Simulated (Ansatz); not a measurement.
Basis-set extrapolation for CH7Si2 (`[SiH2]C[SiH3]`) radical (PBE0-D4/def2-TZVP geometry, frozen core, Ansatz). Multiplicity 2, UHF reference.

|  | def2-TZVPP | def2-QZVPP |
| --- | --- | --- |
| HF | -619.807282 | -619.827324 |
| MP2 correlation | -0.414826 | -0.442790 |
| CCSD(T) correlation | -0.485024 | not run |

Energies in hartree. Use E(X) = E(∞) + A·exp(−7.88·√X) for Hartree–Fock and E(X) = E(∞) + B·X^(−2.97) for correlation, with X = 3 and 4, and add CCSD(T) minus MP2 of the smaller set to the MP2 limit.

**Question.** What is the CCSD(T) energy at the basis-set limit?

**Answer.** HF limit: -619.827324 + (-0.020042) × 0.13774 = -619.83008. MP2 limit: -0.442790 + (-0.027964) × 0.74074 = -0.46350. Higher-order term: -0.485024 − (-0.414826) = -0.07020. Total: -620.36378 hartree, 187.7 kJ/mol below CCSD(T)/def2-TZVPP.
